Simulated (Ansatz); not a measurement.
# AlH (singlet): wave-function methods side by side at distance Al1–H2 = 4.604 Å, cc-pVQZ

Aim: climb from Hartree-Fock through coupled cluster and multireference methods for AlH (singlet) at one geometry and basis, and see what each rung misses.

Computed with Ansatz 0.2.0, Gaussian basis. Level: cc-pVQZ, core rule «outside noble gas», up to 5 orbitals frozen.

The runs, in order: UHF; CCSD(T) on RHF; CCSD(T) on UHF; BCCD(T) on RHF; CCSDT(Q) on RHF; CCSDT(Q) on UHF; CASSCF and NEVPT2, 4 electrons in 5 orbitals; Full CI.

17 further runs of the same task are left out: 10 that didn't finish, 7 set aside as unsound or not needed.

### 1 What is computed

The geometry derives from a PBE0/def2-TZVP stationary point (not a proven minimum). One bond is set to the value named and the two fragments are kept rigid.

2 atoms, charge 0, spin multiplicity 1.

Atoms are counted from 1 here; the program's logs count them from 0.

No contacts short enough for the rule that draws bonds.

### 2 UHF

File in.yaml:

```yaml
crystal:
  periodic: [false, false, false]
  atoms:
    - {symbol: Al, position_ang: [0.000000, 0.000000, 0.000000]}
    - {symbol: H, position_ang: [0.000000, 0.000000, 4.604000]}
basis:
  gaussian: {orbitals: cc-pVQZ}
magnetization: {spin_polarized: true, initial_magnetization: 0}
hamiltonian: {xc: hf}
output: {orbitals: {seedname: orbitals}}
```

Launch:

```sh
$ ansatz run in.yaml --threads 1 --pin off --events-out ev --progress --plain --max-ram 2393MiB
```

Further steps of the session: CCSD(T) on RHF; CCSD(T) on UHF; BCCD(T) on RHF; CCSDT(Q) on RHF; CCSDT(Q) on UHF; CASSCF and NEVPT2, 4 electrons in 5 orbitals; Full CI.

Q: Predict the results of all the runs planned. Wanted: FCI below the RHF energy; RMP2 from FCI; UMP2 from FCI; RCCSD from FCI; RCCSD(T) from FCI; UCCSD(T) from FCI; RCCSDT(Q) from FCI; UCCSDT(Q) from FCI; T1 diagnostic.

The runs gave:

```
                         quantity                                           value
         FCI below the RHF energy                                      -3.8378 eV
                    RMP2 from FCI                                 +40.23 kcal/mol
                    UMP2 from FCI                                 +10.63 kcal/mol
                   RCCSD from FCI                                  +7.41 kcal/mol
                RCCSD(T) from FCI                                 -10.25 kcal/mol
                UCCSD(T) from FCI                                  +0.87 kcal/mol
               RCCSDT(Q) from FCI                                  -0.83 kcal/mol
               UCCSDT(Q) from FCI                                  +0.21 kcal/mol
levels within 1 kcal/mol (43 meV)  UCCSD(T), RCCSDT, UCCSDT, RCCSDT(Q), UCCSDT(Q)
                    T1 diagnostic                                           0.269
   effectively unpaired electrons                                            1.87
```

RCCSD(T) lands -10.25 kcal/mol from the yardstick (11.6 % of the correlation energy). CCSD(T) misses by -10.25 kcal/mol on the restricted determinant and by +0.87 kcal/mol on the unrestricted one; the two need not hold the same state or core. RCCSD(T), BCCD(T), RCCSDT(Q) fall below full CI, which methods that aren't variational can do. The occupations show strong static correlation (1.9 unpaired electrons where one determinant has 0). These misses are within one basis, not against nature.
